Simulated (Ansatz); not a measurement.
A made-up structure of CH₈NSi (charge +1), singlet:

C1  (-1.360, 0.757, -0.086)
Si2  (-0.152, -0.541, -0.568)
N3  (1.381, -0.273, 0.531)
H4  (-1.082, -0.665, 0.498)
H5  (-0.977, 1.764, -0.269)
H6  (-1.664, 0.670, 0.959)
H7  (-0.495, -1.930, -0.208)
H8  (0.455, -0.416, -1.906)
H9  (2.111, -0.959, 0.327)
H10  (1.163, -0.358, 1.525)
H11  (1.796, 0.651, 0.394)
(Å)

It is relaxed with PBE-D4/def2-SVP and then PBE0-D4/def2-TZVP (Ansatz 0.2.0). Atoms count as bonded within 1.22 times the sum of their covalent radii (H–H: 0.88 Å). The end point is not checked to be a true minimum.

Q: Does its bonding change? (Judge from chemistry; the calculation decides.)

A: Computed: Yes. Formed: C1–H4; broken: Si2–H4.

Where it ends: The first stage lowers the energy by 5.84 eV in 13 steps. It ends as CH₈NSi ([CH3][SiH2][NH3]), total charge +1:
```csv
atom,x (Å),y (Å),z (Å)
C1,-1.2628,0.6017,0.2967
Si2,-0.1179,-0.6064,-0.4819
N3,1.5560,-0.3979,0.4038
H4,-1.4067,0.4056,1.3618
H5,-0.9292,1.6329,0.1599
H6,-2.2409,0.5090,-0.1862
H7,-0.3820,-2.0333,-0.2173
H8,0.2836,-0.3342,-1.8749
H9,2.2575,-1.0392,0.0292
H10,1.4877,-0.5848,1.4055
H11,1.9316,0.5462,0.3004
```

Labels in which every atom is bracketed show which atoms are joined, not bond orders.

For scale, one of the runs: PBE0-D4/def2-TZVP relaxation, 147 basis functions, launched by `ansatz run in.yaml --threads 2 --pin off --events-out ev --progress --plain --max-ram 4352MiB`. The run took about 13 s on 2 CPU threads of an Arm Neoverse V2 (shared host).
